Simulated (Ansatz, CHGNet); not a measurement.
# hcp Sc: properties by level of theory

Reference values: lattice constant a 3.309 Å (measured, 293 K, no zero-point or thermal correction; as tabulated in Wikipedia's data pages); lattice parameter c 5.268 Å (measured, 293 K, no zero-point or thermal correction; as tabulated in Wikipedia's data pages).

```
level (code)            lattice parameter a (Å)  lattice parameter c (Å)
----------------------  -----------------------  -----------------------
CHGNet-r²SCAN (CHGNet)                    3.313                    5.306
r²SCAN-D4 (Ansatz)                        3.318                    5.194
PBE0 (Ansatz)                             3.346                    5.195
```

Differences from the reference values (errors of the level alone only where the reference is corrected to a static lattice):

| level | lattice constant a (%) | lattice parameter c (%) |
|---|---|---|
| CHGNet-r²SCAN | +0.12 | +0.72 |
| r²SCAN-D4 | +0.27 | -1.40 |
| PBE0 | +1.12 | -1.39 |

Nearest: lattice constant a, not ranked (reference at room or unstated temperature); lattice parameter c, not ranked (reference at room or unstated temperature).

Machine-learned potentials (CHGNet-r²SCAN) are trained on DFT data, which may include these solids.

Ansatz's density-functional and Hartree–Fock values are scalar-relativistic unless marked +SOC, with PAW data made under PBE.

Differences are worked out from the printed values.

Computed values are for the static lattice.

Ansatz is a program for electronic structure.
